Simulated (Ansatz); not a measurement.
in.yaml

```yaml
crystal:
  periodic: [false, false, false]
  atoms:
    - {symbol: B, position_ang: [-2.632153, 0.000000, 0.000000]}
    - {symbol: H, position_ang: [-3.228886, 1.033571, 0.000000]}
    - {symbol: H, position_ang: [-3.228886, -1.033571, 0.000000]}
    - {symbol: H, position_ang: [-1.130153, 0.000000, 0.000000]}
    - {symbol: Br, position_ang: [0.451847, 0.000000, 0.000000]}
basis:
  gaussian: {orbitals: cc-pVDZ}
magnetization: {spin_polarized: true, initial_magnetization: 1}
correlation: {method: bccd, electrons: outside_noble_gas, diis_vectors: 12}
output: {forces: true}
```

```sh
$ ansatz run in.yaml --threads 1 --pin off --events-out ev --progress --plain --max-ram 2393MiB
```

Problem. Roughly how long does this take on 1 thread of Arm Neoverse V2, shared host, and how much host memory?

Solution. 6.5 s wall and 0.23 GiB.

```
576 factors; integrals over basis functions are off by at most 1.4e-3 eV
mean field evaluation 1: about -70713.5716 eV, gradient 1.0e1 eV
mean field evaluation 2: about -70713.5872 eV, gradient 1.0e1 eV
mean field evaluation 4: about -70714.7134 eV, gradient 1.6e0 eV
mean field evaluation 8: about -70714.7651 eV, gradient 2.2e-3 eV
mean field evaluation 16: about -70714.7371 eV, gradient 2.6e-1 eV
mean field evaluation 32: about -70712.2965 eV, gradient 7.3e-3 eV
mean field evaluation 64: about -70712.3079 eV, gradient 1.4e-2 eV
mean field -70714.76512838 eV, -2598.7196862784 hartree, gradient 3.9e-6 eV, S^2 0.779797; 2 other end points of the search recorded, 0 dependent functions left out
determinant -70714.76512838 eV, -2598.7196862784 hartree, with singles and doubles -70721.21535386 eV, -2598.9567276929 hartree
determinant -70712.29654631 eV, -2598.6289675608 hartree, with singles and doubles -70718.79136780 eV, -2598.8676478481 hartree
determinant -70712.26942887 eV, -2598.6279710133 hartree, with singles and doubles -70718.76373676 eV, -2598.8666324263 hartree
15 core orbitals not correlated: weight in the atoms' cores, before any rotation towards them, 1.000 or more for the frozen orbitals, at most 0.000 for the correlated occupied ones
reference -70714.76512838 eV, -2598.7196862784 hartree; 7, 6 occupied and 34, 35 virtual orbitals, 576 factors
second order -5.48096690 eV of doubles, -0.00000000 eV of singles
cycle   1  -6.44580364 eV  change    4.4e-3 eV  update   4.0e-3
cycle   2  -6.44498160 eV  change    8.2e-4 eV  update   1.1e-3
cycle   3  -6.44474424 eV  change    2.4e-4 eV  update   5.6e-4
cycle   4  -6.44476242 eV  change   -1.8e-5 eV  update   1.7e-4
cycle   5  -6.44484522 eV  change   -8.3e-5 eV  update   5.1e-5
cycle   6  -6.44485935 eV  change   -1.4e-5 eV  update   2.5e-5
cycle   7  -6.44485888 eV  change    4.7e-7 eV  update   9.7e-6
cycle   8  -6.44485884 eV  change    3.5e-8 eV  update   4.1e-6
cycle   9  -6.44485816 eV  change    6.8e-7 eV  update   1.7e-6
cycle  10  -6.44485768 eV  change    4.8e-7 eV  update   4.6e-7
the calculation of the forces begins
Total energy: -70721.20998606 eV, -2598.9565304297 hartree
Atom 0 at    -2.632153     0.000000     0.000000 Å, force     0.190328     0.000000     0.000000 eV/Å
Atom 1 at    -3.228886     1.033571     0.000000 Å, force     0.208418     0.447518    -0.000000 eV/Å
Atom 2 at    -3.228886    -1.033571     0.000000 Å, force     0.208418    -0.447518    -0.000000 eV/Å
Atom 3 at    -1.130153     0.000000     0.000000 Å, force    -1.581569     0.000000     0.000000 eV/Å
Atom 4 at     0.451847     0.000000     0.000000 Å, force     0.974405     0.000000    -0.000000 eV/Å
Dipole moment:    -0.502986     0.000000    -0.000000 e Å
```

Forces (eV/Å):
```
B    0.190  0.000  0.000
H    0.208  0.448  0.000
H    0.208 -0.448  0.000
H   -1.582  0.000  0.000
Br   0.974  0.000  0.000
```
